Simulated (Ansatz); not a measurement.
## Ansatz (development build ahead of 0.2.0) run

```yaml
crystal:
  periodic: [false, false, false]
  atoms:
    - { symbol: P, position_ang: [0.0, 0.0, 0.0] }
    - { symbol: S, position_ang: [0.74471, 0.99294, 2.14978] }
basis:
  gaussian: { orbitals: STO-3G }
magnetization:
  initial_magnetization: 1
hamiltonian:
  xc: hf
correlation:
  method: fci
  frozen_orbitals: { P: 5, S: 5 }
```

The input is written out in the form of the current development build from the run's settings.

Output:

```
Converged    : yes
Total energy : -730.05817 hartree
State        : lowest doublet root, of any spatial symmetry
```
